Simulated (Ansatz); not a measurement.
A calculation on hcp Ti returned lattice constant a 2.981 Å, lattice parameter c 4.707 Å.

For reference: lattice constant a 2.950 Å (measured, 293 K, no zero-point or thermal correction; as tabulated in Wikipedia's data pages); lattice parameter c 4.683 Å (measured, 293 K, not corrected to a static lattice; as tabulated in Wikipedia's data pages).

Which level of theory produced these numbers?
A. HSE06 (Ansatz, an electronic-structure program)
B. r²SCAN+rVV10 (Ansatz)
C. LC-ωPBE (Ansatz)
D. Hartree–Fock (Ansatz)

D, Hartree–Fock (Ansatz)

The others give: r²SCAN+rVV10 2.928 Å, 4.626 Å; LC-ωPBE 2.901 Å, 4.570 Å; HSE06 2.924 Å, 4.643 Å.

Unless a cell is named, each level is at its own relaxed cell (Hartree–Fock 18.11, HSE06 17.19, LC-ωPBE 16.65, r²SCAN+rVV10 17.17 Å³/atom).

The crystal itself was run without spin with r²SCAN+rVV10, LC-ωPBE, HSE06, Hartree–Fock; a magnetic state was not tried in these runs.

Ansatz's density-functional and Hartree–Fock values are scalar-relativistic unless marked +SOC, with PAW data made under PBE.
